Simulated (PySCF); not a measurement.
LiF, SMILES [Li][F]. Atoms are numbered in the order given.

```xyz
2

Li     0.0000     0.0000    -1.1760
F      0.0000     0.0000     0.3920
```
Charge 0, spin multiplicity 1.

Geometry optimised at PBE0-D3(BJ)/def2-TZVPD.

Two levels are set side by side: PBE/pcSseg-2 (PySCF) and PBE0/pcSseg-2 (PySCF). GIAO shifts against CFCl3 (¹⁹F) at the same level; non-relativistic, no solvent, atoms listed together averaged. Differences are taken from unrounded values.

| quantity | PBE0 |
|---|---|
| δ(¹⁹F) of F2 (ppm) | -180.5 |

Task: What does PBE give, and how far is it from PBE0? (Estimate from the structure and the level; the computed values follow.)

Result: 
| quantity | PBE | PBE minus PBE0 |
|---|---|---|
| δ(¹⁹F) of F2 (ppm) | -190.0 | -9.5 |

Rough cost on one machine, each run with all the roots and properties that it gave: PBE0 against PBE within a factor of 2.
